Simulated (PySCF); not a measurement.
Compound: C2HFS.
Geometry (PBE0-D3(BJ)/def2-SVP, Å), atoms numbered from 1 in this order:
```xyz
5
C2HFS angstrom
F     -1.4151   -0.9423    0.0045
C     -0.5667    0.0864    0.0035
C      0.7452   -0.0653   -0.0208
S      2.2983   -0.1902   -0.0490
H     -1.0284    1.0777    0.0241
```

Computed with EOM-EE-CCSD/aug-cc-pVDZ in PySCF, restricted Hartree–Fock reference, 8 core orbitals frozen, non-relativistic, gas phase, PBE0-D3(BJ)/def2-SVP geometry.

What does EOM-EE-CCSD give for the lowest vertical excitations?

| state | E (eV) | cm⁻¹ | main singles (HF orbitals, share of the singles part) |
| --- | --- | --- | --- |
| singlet 1 | 1.86 | 15000 | HOMO→LUMO 80 %, HOMO→LUMO+1 14 % |
| singlet 2 | 5.50 | 44360 | HOMO-2→LUMO 74 %, HOMO-2→LUMO+1 12 % |
| singlet 3 | 5.61 | 45250 | HOMO→LUMO+1 56 %, HOMO→LUMO+2 12 %, HOMO→LUMO 8 % |
| singlet 4 | 5.92 | 47750 | HOMO→LUMO+3 33 %, HOMO-1→LUMO 28 %, HOMO→LUMO+8 16 % |
| triplet 1 | 1.61 | 12990 | HOMO→LUMO 79 %, HOMO→LUMO+1 14 % |
| triplet 2 | 3.76 | 30330 | HOMO-1→LUMO 73 %, HOMO-1→LUMO+1 14 % |

What is the vertical gap between the lowest excited singlet and the lowest triplet?

1.86 − 1.61 = 0.25 eV (24 kJ/mol). Both are led by HOMO→LUMO.

The first EOM-IP-CCSD ionisation energy is 8.79 eV, 2.87 eV above the highest singlet listed and 6.93 eV above the lowest.

T1 diagnostic 0.017. EOM-CCSD puts states of mainly double-excitation character too high. An iterative search for so few roots can pass over a low state.
